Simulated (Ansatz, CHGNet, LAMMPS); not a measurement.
## Equilibrium lattice constant a of fcc Pt: levels of theory against measurement

Reference value: 3.913 Å (measured, static lattice: zero-point anharmonic expansion removed; as tabulated in Mejia-Rodriguez and Trickey (2018), arXiv:1807.09216).

| level (code) | value (Å) |
|---|---|
| Lennard-Jones uff-vdw (LAMMPS) | 3.784 |
| CHGNet-r²SCAN (CHGNet) | 3.945 |
| LDA (Ansatz) | ? |
| PBE (Ansatz) | ? |
| PBE+SOC (Ansatz) | ? |
| PBEsol (Ansatz) | 3.918 |
| PBEsol+SOC (Ansatz) | 3.920 |
| PBE-D4 (Ansatz) | ? |
| r²SCAN-D4 (Ansatz) | 3.931 |
| r²SCAN+rVV10 (Ansatz) | 3.927 |
| HSE06 (Ansatz) | 3.926 |
| PBE0 (Ansatz) | 3.927 |

Some entries are withheld; supply them.


- LDA (Ansatz, a program for electronic structure), value (Å): 3.894
- PBE (Ansatz), value (Å): 3.970
- PBE+SOC (Ansatz), value (Å): 3.973
- PBE-D4 (Ansatz), value (Å): 3.935

Errors against the reference: Lennard-Jones uff-vdw -3.30 %, CHGNet-r²SCAN +0.82 %, LDA -0.49 %, PBE +1.46 %, PBE+SOC +1.53 %, PBEsol +0.13 %, PBEsol+SOC +0.18 %, PBE-D4 +0.56 %, r²SCAN-D4 +0.46 %, r²SCAN+rVV10 +0.36 %, HSE06 +0.33 %, PBE0 +0.36 %.

Leaving aside Lennard-Jones uff-vdw, which can be fitted to such values or carry a doubt: Nearest, and too close to rank with a margin of 0.10 % (twice that across the reference) picked here for doubts on the reference and the settings: PBEsol (+0.13 %), PBEsol+SOC (+0.18 %). Farthest off: PBE+SOC (+1.53 %). Within 2 %: CHGNet-r²SCAN, LDA, PBE, PBE+SOC, PBEsol, PBEsol+SOC, PBE-D4, r²SCAN-D4, r²SCAN+rVV10, HSE06, PBE0. Of the first-principles levels, DFT without exact exchange (LDA, PBE, PBE+SOC, PBEsol, PBEsol+SOC, PBE-D4, r²SCAN-D4, r²SCAN+rVV10) would do here.

Density-functional levels without +SOC have no spin–orbit coupling. Lennard-Jones uff-vdw: this is a force field's van der Waals term alone, without bonds or charges. Cutoffs and k meshes differ between the levels. Ansatz's density-functional and Hartree–Fock values are scalar-relativistic unless marked +SOC, with PAW data made under PBE.

Machine-learned potentials (CHGNet-r²SCAN) are trained on DFT data, which may include these solids.

Differences are worked out from the printed values.
